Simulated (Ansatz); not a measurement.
## Zinc-blende CuI, TO(Γ) frequency

Reference value: 132 cm⁻¹ (measured, 9 K, zero-point motion not removed, Raman; as tabulated in arXiv:2305.18931).

Task: Put these levels in order of the TO(Γ) frequency that they give for zinc-blende CuI, smallest first: HSE06 (Ansatz, a first-principles code), LDA (Ansatz), r²SCAN (Ansatz).

Result: HSE06 (122 cm⁻¹), r²SCAN (130 cm⁻¹), LDA (156 cm⁻¹)

Unless a cell is named, each level is at its own relaxed cell (LDA 25.18, r²SCAN 27.31, HSE06 28.28 Å³/atom).

Differences against the reference: LDA +18.2 %, r²SCAN -1.5 %, HSE06 -7.6 %.

The measured value isn't corrected to a static lattice, so vibrations enter the comparison.  Each level is taken at its own relaxed cell. Cutoffs and k meshes differ between the levels. Ansatz's density-functional and Hartree–Fock values are scalar-relativistic unless marked +SOC, with PAW data made under PBE.

Differences are worked out from the printed values.
